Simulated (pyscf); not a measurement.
O=Nb(OH)(Cl)–Cl (SMILES [O]=[Nb]([OH])([Cl])[Cl]) + H₂S (SMILES S) → HO–Nb(OH)(SH)(Cl)–Cl (SMILES [OH][Nb]([OH])([SH])([Cl])[Cl]), an addition across a multiple bond or ene-type step (singlet surface; H–S broken, H–O, Nb–S formed). PySCF, gas phase, ωB97X-D3(BJ)/def2-SVP geometries. Energies in kJ/mol from the separated reactants.

Small-basis levels: PySCF, no dispersion term, spherical d functions. 

**Question.** Quick BP86/6-31G*+LANL2DZ single points give ΔE‡ = 82.5 kJ/mol and ΔE = +10.5 kJ/mol. What does ωB97M-D3(BJ)/def2-TZVP give, and how far is the quick result from it?

**Answer.** ωB97M-D3(BJ)/def2-TZVP gives ΔE‡ = 83.6 kJ/mol and ΔE = -2.8 kJ/mol. BP86/6-31G*+LANL2DZ lies 1.1 kJ/mol under it in the barrier and 13.3 kJ/mol over it in the reaction energy, so on this step it does not hold to within 12.6 kJ/mol. ωB97M-D3(BJ)/def2-TZVP has limits of its own. On the reactant side the descent ends in an adduct with a Nb–S contact, 34.4 kJ/mol under the separated species and 97.9 kJ/mol under the saddle at ωB97X-D3(BJ)/def2-TZVP. What is counted as formed (Nb–S) is already present as a longer contact in the reactant adduct; forming that adduct is a step of its own. At ωB97X-D3(BJ)/def2-TZVP the barrier from the zero used here is 63.5 kJ/mol. This is the saddle that the search found; another between the same sides may lie lower. In the def2 sets elements past Kr carry core potentials, without spin-orbit coupling.
